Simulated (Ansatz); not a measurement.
Consider the atomization: `OC(=S)S` → C• + 2 H• + O• + 2 S•.

Gas-phase electronic energies from Ansatz, PBE0-D4/def2-TZVP geometries. CCSD(T)/CBS is the MP2 limit (def2-TZVPP, def2-QZVPP) plus CCSD(T) − MP2 in def2-TZVPP, frozen cores. This one scheme is used for every species, atoms too. DFT in def2-TZVPP. No spin–orbit coupling; open shells (•) take unrestricted orbitals. Spin–orbit coupling would lower the free atoms: a little for C, O, S. One conformer a species, not always the lowest.

`OC(=S)S`:

Cartesian coordinates in Å:
```
O 0.052 0.391 0.987
C -0.162 0.194 -0.313
S -0.887 1.263 -1.302
S 0.412 -1.343 -0.874
H -0.304 1.269 1.193
H 0.888 -1.775 0.309
```

```csv
level,ΔE (kJ/mol)
revPBE-D4,2161.3
B97M-V,2152.4
r2SCANh-D4,2121.0
r2SCAN0-D4,2075.7
BHLYP-D4,1988.8
BHLYP,1970.3
HF/def2-TZVPP,1326.7
SCS-MP2/def2-TZVPP,2077.8
```

(1) What does CCSD(T)/CBS give? (Best estimate.)

Largest T1 diagnostic among the species: 0.017.

Results:

(1) Ansatz gave: +2118.5 kJ/mol. The listed levels differ from it by 42.8, 33.9, 2.5, -42.8, -129.7, -148.2, -791.8, -40.7 kJ/mol.

From r2SCAN to r2SCAN0 (25 % exact exchange), in def2-TZVPP and without D4, ΔE moves by −77.5 kJ/mol: exact exchange takes away binding that semilocal exchange gives to molecules. At CCSD(T), def2-SVP lies −172.9 kJ/mol from the extrapolated value and def2-TZVPP −81.0 kJ/mol: correlation converges slowly with the basis, and small sets miss more of it in the bonded molecule than in its fragments.

For atomizations the MP2-based limit and the directly extrapolated one differ by several kJ/mol either way, and by 10 to 25 for some Ge, Se and Sn compounds, so smaller differences from it don't rank the levels.
